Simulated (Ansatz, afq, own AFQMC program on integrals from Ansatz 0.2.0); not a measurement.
Two steps: Ansatz 0.2.0 writes the Fock matrix and Cholesky factors of the valence space, and afq projects on them the lowest state that overlaps trial and start.

```yaml
crystal:
  periodic: [false, false, false]
  atoms:
    - {symbol: Ge, position_ang: [0.000000, 0.008473, 0.942880]}
    - {symbol: Ge, position_ang: [0.000000, -0.029564, -0.981744]}
    - {symbol: H, position_ang: [0.000000, 1.214588, 1.913447]}
    - {symbol: H, position_ang: [0.000000, -1.259953, 1.830256]}
    - {symbol: H, position_ang: [0.000000, 1.565298, -0.942843]}
basis:
  gaussian: {orbitals: cc-pVDZ}
magnetization: {spin_polarized: true, initial_magnetization: 1}
correlation: {method: ccsd_t, electrons: outside_noble_gas, hamiltonian_folder: ham}
```

```sh
$ ansatz run in.yaml --threads 1 --pin off --events-out ev --progress --plain --max-ram 1382MiB
```

afq runs on the folder ham with

```
--method phaseless --trial cisd --walkers 60 --populations 1 --least-time 40 --time-step 0.005 --steps-per-block 50 --equilibration-blocks 28 --max-blocks 300 --target-error 0.0004 --factor-cut 1e-05 --start spin_pure --seed 1997 --release-times 0.24,0.51,0.99,1.62,2.4 --release-step 0.03 --release-every 4 --taylor-order 6
```

Times are imaginary, in 1/Eh. The walk had a cap of 1706 s. Filled inner d shells are frozen with the cores.

Output of the walk:

```
orbitals 41  electrons 6 5  factors 354 of 786
reference energy -4152.26708493 Eh
CCSD correlation -0.19774768 Eh in 10 cycles, weight of the determinant in the CISD state 0.8751
energy of the start -4152.464608 Eh
 block  time / (1/Eh)  mean weight  energy / Eh
     1     0.250  1.0000  -4152.461512
     2     0.500  0.9996  -4152.463243
     3     0.750  0.9984  -4152.465060
     4     1.000  1.0009  -4152.465233
     5     1.250  1.0002  -4152.466685
     7     1.750  1.0024  -4152.468675
     9     2.250  0.9999  -4152.474015
    13     3.250  0.9994  -4152.473244
    25     6.250  1.0000  -4152.472037
    37     9.250  0.9978  -4152.473856
    49    12.250  1.0004  -4152.469819
    61    15.250  0.9995  -4152.473091
    73    18.250  1.0005  -4152.476653
    85    21.250  0.9976  -4152.472280
    97    24.250  1.0003  -4152.480355
   109    27.250  0.9995  -4152.470022
   121    30.250  1.0012  -4152.471187
   133    33.250  1.0002  -4152.474614
   145    36.250  0.9993  -4152.470461
   157    39.250  0.9981  -4152.467795
   169    42.250  0.9990  -4152.468730
   181    45.250  0.9966  -4152.466761
   193    48.250  0.9996  -4152.469465
   205    51.250  0.9994  -4152.475666
   217    54.250  0.9992  -4152.469579
   229    57.250  1.0011  -4152.468228
   241    60.250  0.9984  -4152.471116
   253    63.250  1.0022  -4152.468158
   265    66.250  0.9996  -4152.472541
blocks merged  error / Eh  count
     1  0.000221  240
     2  0.000286  120
     4  0.000348  60
     8  0.000392  30
    16  0.000421  15
released: time / (1/Eh)  energy / Eh  error  mean overlap
  0.24  -4152.471246  0.000442  0.9979
  0.51  -4152.471380  0.000353  0.9920
  0.99  -4152.471048  0.000308  1.0096
  1.62  -4152.471513  0.000415  1.0081
  2.40  -4152.471073  0.000451  1.0224
energy -4152.471191 +/- 0.000392 Eh
(rows thinned)
```

The run passed its tests (sampling time, drift between the halves within three errors, error under three times the target), which doesn't prove that it has relaxed.

Against this walk (error 10.7 meV) on the same determinant: CCSD(T) 22.2 meV higher. The error is statistical and leaves out the bias of the constraint. Released to 2.40 1/Eh the energy moves by 3 ± 16 meV (both errors), within twice the noise.

Cautions: constraint bias not in the error; no relativity below Rb; no spin-orbit coupling; inner d shell frozen.

The walk took 6.3 min on 1 thread of Intel(R) Xeon(R) 6975P-C (Granite Rapids), with other jobs on the host. The log's last line is the phaseless energy.

A walk keeps the symmetry of its determinant, which the program's search chose and which needn't be the lowest solution, so a lower state of the same spin and another symmetry isn't excluded.
